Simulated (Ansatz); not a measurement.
# HO2 radical: energies up the ladder, part 2 of 2

Aim: energies up the ladder, for HO2 radical, with the cost of each level. Spin multiplicity 2.

Ansatz 0.2.0, Gaussian bases.

### Step 13. Single point, CCSD(T)/def2-TZVPP

Contents of input.yaml:

```yaml
crystal:
  periodic: [false, false, false]
  atoms:
    - { symbol: O, position_ang: [0.60852201, -0.28883212, 0.00014537] }
    - { symbol: O, position_ang: [-0.55241343, 0.31631414, -0.00067481] }
    - { symbol: H, position_ang: [-1.21768859, -0.39258202, 0.00950944] }
magnetization:
  spin_polarized: true
  initial_magnetization: 1
basis:
  gaussian: { orbitals: def2-TZVPP }
correlation:
  method: ccsd_t
scf:
  omitted_lower_state_checks: [cluster_reference]
```

Run with:

```
> ansatz run input.yaml --threads 2 --pin off --max-ram 5120MiB --backend cpu --events-out ev --progress --plain --runs-dir out
```

What it wrote:

```text
Warning: RAYON_NUM_THREADS=2 ignored (pool sized by the plan → 2); use --threads N
Engine: ansatz 0.2.0, x86_64-unknown-linux-gnu
Functional definition: HF
  exchange = exact_x
  correlation = 0
these checks for a lower state are left out or cut short: cluster_reference
490 factors; integrals over basis functions are off by at most 9.7e-4 eV
mean field evaluation 1: about -4086.9845 eV, gradient 1.5e1 eV
mean field evaluation 2: about -4086.9885 eV, gradient 1.5e1 eV
mean field evaluation 4: about -4088.1573 eV, gradient 3.3e0 eV
mean field evaluation 8: about -4088.3790 eV, gradient 2.5e-1 eV
mean field evaluation 16: about -4088.3506 eV, gradient 2.9e0 eV
mean field evaluation 32: about -4088.3027 eV, gradient 3.3e0 eV
mean field -4088.38047853 eV, -150.2452113822 hartree, gradient 8.5e-6 eV, S^2 0.762189; 4 other end points of the search recorded, 0 dependent functions left out
2 core orbitals not correlated: weight in the atoms' cores, before any rotation towards them, 1.000 or more for the frozen orbitals, at most 0.000 for the correlated occupied ones
reference -4088.38047853 eV, -150.2452113822 hartree; 7, 6 occupied and 67, 68 virtual orbitals, 490 factors
second order -11.97173304 eV of doubles, -0.00000000 eV of singles
cycle   1  -11.94786127 eV  change    2.4e-2 eV  update   8.6e-2
cycle   2  -12.30470889 eV  change   -3.6e-1 eV  update   2.9e-2
cycle   3  -12.41083078 eV  change   -1.1e-1 eV  update   2.5e-2
cycle   4  -12.41173957 eV  change   -9.1e-4 eV  update   1.3e-2
cycle   5  -12.41891499 eV  change   -7.2e-3 eV  update   6.0e-3
cycle   6  -12.42080973 eV  change   -1.9e-3 eV  update   1.4e-3
cycle   7  -12.42063510 eV  change    1.7e-4 eV  update   3.9e-4
cycle   8  -12.42069662 eV  change   -6.2e-5 eV  update   1.6e-4
cycle   9  -12.42061625 eV  change    8.0e-5 eV  update   5.3e-5
cycle  10  -12.42062965 eV  change   -1.3e-5 eV  update   1.8e-5
cycle  11  -12.42064539 eV  change   -1.6e-5 eV  update   7.4e-6
perturbative correction -0.45186034 eV, -0.0166055612 hartree
Total energy: -4101.25298426 eV, -150.7182672424 hartree
Checks for a lower state left out: cluster_reference
```

It took 2 s on 2 threads of Intel Xeon 6975P-C (Granite Rapids), shared host; peak memory 0.28 GiB.

### Step 14. Single point, CCSD(T)/def2-QZVPP

Changes to input.yaml since step 13:

```diff
@@ -10,3 +10,3 @@
 basis:
-  gaussian: { orbitals: def2-TZVPP }
+  gaussian: { orbitals: def2-QZVPP.json }
 correlation:
```

Run with:

```
> ansatz run input.yaml --threads 2 --pin off --max-ram 5120MiB --backend cpu --events-out ev --progress --plain --runs-dir out
```

What it wrote:

```text
Warning: RAYON_NUM_THREADS=2 ignored (pool sized by the plan → 2); use --threads N
[... 4 set-up lines as earlier in the session ...]
these checks for a lower state are left out or cut short: cluster_reference
916 factors; integrals over basis functions are off by at most 1.8e-3 eV
mean field evaluation 1: about -4087.1921 eV, gradient 1.6e1 eV
mean field evaluation 2: about -4087.1925 eV, gradient 1.6e1 eV
mean field evaluation 4: about -4088.3460 eV, gradient 3.3e0 eV
mean field evaluation 8: about -4088.5634 eV, gradient 2.7e-1 eV
mean field evaluation 16: about -4088.5331 eV, gradient 3.1e0 eV
mean field evaluation 32: about -4088.5654 eV, gradient 3.7e-6 eV
mean field -4088.56541201 eV, -150.2520075620 hartree, gradient 3.7e-6 eV, S^2 0.762966; 4 other end points of the search recorded, 0 dependent functions left out
2 core orbitals not correlated: weight in the atoms' cores, before any rotation towards them, 1.000 or more for the frozen orbitals, at most 0.000 for the correlated occupied ones
reference -4088.56541201 eV, -150.2520075620 hartree; 7, 6 occupied and 135, 136 virtual orbitals, 916 factors
second order -12.99029710 eV of doubles, -0.00000000 eV of singles
cycle   1  -12.83456982 eV  change    1.6e-1 eV  update   8.7e-2
cycle   2  -13.20348608 eV  change   -3.7e-1 eV  update   2.9e-2
cycle   3  -13.31156946 eV  change   -1.1e-1 eV  update   2.5e-2
cycle   4  -13.30944216 eV  change    2.1e-3 eV  update   1.3e-2
cycle   5  -13.31734493 eV  change   -7.9e-3 eV  update   6.4e-3
cycle   6  -13.32036378 eV  change   -3.0e-3 eV  update   1.5e-3
cycle   7  -13.31998617 eV  change    3.8e-4 eV  update   4.3e-4
cycle   8  -13.32017831 eV  change   -1.9e-4 eV  update   1.7e-4
cycle   9  -13.32007991 eV  change    9.8e-5 eV  update   5.7e-5
cycle  10  -13.32007520 eV  change    4.7e-6 eV  update   2.0e-5
cycle  11  -13.32009944 eV  change   -2.4e-5 eV  update   8.0e-6
cycle  12  -13.32009430 eV  change    5.1e-6 eV  update   3.5e-6
perturbative correction -0.52448557 eV, -0.0192744892 hartree
Total energy: -4102.40999187 eV, -150.7607864879 hartree
Checks for a lower state left out: cluster_reference
```

Run time: 10 s. Hardware: 2 threads of Intel Xeon 6975P-C (Granite Rapids), shared host; peak memory 1.4 GiB.

### Step 15. Extrapolation to the basis-set limit

CCSD(T)/CBS estimate, frozen core: CCSD(T) correlation extrapolated, from def2-TZVPP and def2-QZVPP: mean field -4088.5909 eV, total -4103.1555 eV. The exponents are 7.88 (mean field) and 2.97 (correlation).

### Step 16. Geometries side by side

```
             level  O1–O2 (Å)  rotational constants (MHz)  dipole (D)  highest frequency (cm⁻¹)  CPU time
PBE0-D4/def2-TZVPP     1.3092        627740, 34662, 32849        2.24                      3657     4.8 s
```

Constants are for the commonest isotopes at the equilibrium geometry; times are CPU times of the relaxations.

### Step 17. Total energies

```
               level  energy (eV)  CPU time
   PBE-D4/def2-TZVPP   -4104.2790     1.8 s
r2SCAN-D4/def2-TZVPP   -4106.3133     2.1 s
 B3LYP-D4/def2-TZVPP   -4108.3193    0.74 s
  wB97M-V/def2-TZVPP   -4107.0585     4.4 s
   B2PLYP/def2-TZVPP   -4105.6093     1.8 s
      LDA/def2-TZVPP   -4078.9666    0.59 s
    PBE0-D4/def2-SVP   -4098.8435    0.43 s
     PBE-D4/def2-SVP   -4099.0945    0.64 s
  CCSD(T)/def2-TZVPP   -4101.2530     3.4 s
  CCSD(T)/def2-QZVPP   -4102.4100      20 s
         CCSD(T)/CBS   -4103.1555         -
```

### Step 18. Results

The summary covers parts 1 to 2.

```
                         quantity              value
      O1–O2 at PBE0-D4/def2-TZVPP            1.309 Å
frequencies at PBE0-D4/def2-TZVPP  1226 to 3657 cm⁻¹
            energy at CCSD(T)/CBS       -4103.156 eV
```

In words: No mode is imaginary, so the geometry is a minimum. These totals serve in differences with atoms or fragments at the same level; alone they don't rank the methods.
